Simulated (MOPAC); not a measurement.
MOPAC input (AM1):

```
AM1 FORCE THERMO(298,298) PRECISE LET CHARGE=-1 GEO-OK AUX(PRECISION=9) THREADS=1
C3H3

C    -0.00615635 1   -0.00789739 1    0.10348351 1
C     0.01951293 1    0.19246999 1    1.30553721 1
C    -0.03446153 1   -0.22885215 1   -1.22217557 1
H     0.04163849 1    0.36483254 1    2.33847253 1
H     0.83344735 1   -0.61520701 1   -1.75349255 1
H    -0.92634045 1   -0.02959058 1   -1.81351826 1
```

Q: Which zero-point energy does it print?

A: 27.07 kcal/mol, from the harmonic wavenumbers of AM1.
